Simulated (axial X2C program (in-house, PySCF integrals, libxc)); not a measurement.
## Working with the constants of LiB⁻

A bond curve at the BP86 level, 2c, was computed with an in-house relativistic program for diatomic molecules (basis B dyall-av3z [8s7p3d2f], Li dyall-av3z [9s9p3d] (cores contracted in-house)) for the state Ω = 1/2 (⟨Sz⟩ = 1.50, ⟨Lz⟩ = -1.00 at BP86). Its fit gives Re = 2.2514 Å, ωe = 424.8 cm⁻¹, ωexe = 6.02 cm⁻¹ and αe = 1.604e-02 cm⁻¹; the masses are 11.0093 and 7.0160 u. Two-component means X2C with spin–orbit coupling and atomic mean-field Coulomb and Gaunt terms.

Question: Find the reduced mass, Be and the force constant.

Answer: From the BP86 values: μ = 4.2852 u. Be = 16.8576/(μ Re²) = 0.7761 cm⁻¹. k = 5.8918×10⁻⁷ μ ωe² = 0.456 mdyn/Å.

Question: A Morse curve ties αe to the other constants (Pekeris). How well does that hold?

Answer: αe(Morse) = 6Be²/ωe × (√(ωexe/Be) − 1) = 1.519e-02 cm⁻¹; the BP86 curve gives 1.604e-02 cm⁻¹, a ratio of 0.95.

Question: Estimate the centrifugal constant by the Kratzer relation.

Answer: D = 4Be³/ωe² = 1.04e-05 cm⁻¹.

Question: Where do the fundamental and the first overtone lie?

Answer: ν(1←0) = ωe − 2ωexe = 412.8 cm⁻¹; ν(2←0) = 2ωe − 6ωexe = 813.5 cm⁻¹.

Occupations by symmetry block were frozen at the best pattern of an incomplete PBE0 search. Density functionals use the spin component along the axis (collinear). Other states lie close and PBE0, whose exact exchange favours high spin, may order them wrongly; the determinant shown need not be the ground state. The nearest other 2c determinant of the search, Ω = 5/2, lies 0.00 eV up at the distance of the search. The functionals have no current-density term, which raises determinants with orbital currents, atoms included. With several unpaired electrons one determinant need not be a pure state. At some level and bond length an empty orbital lies below a filled one. The highest occupied level of some functionals is positive through self-interaction error; at Hartree–Fock it is bound.
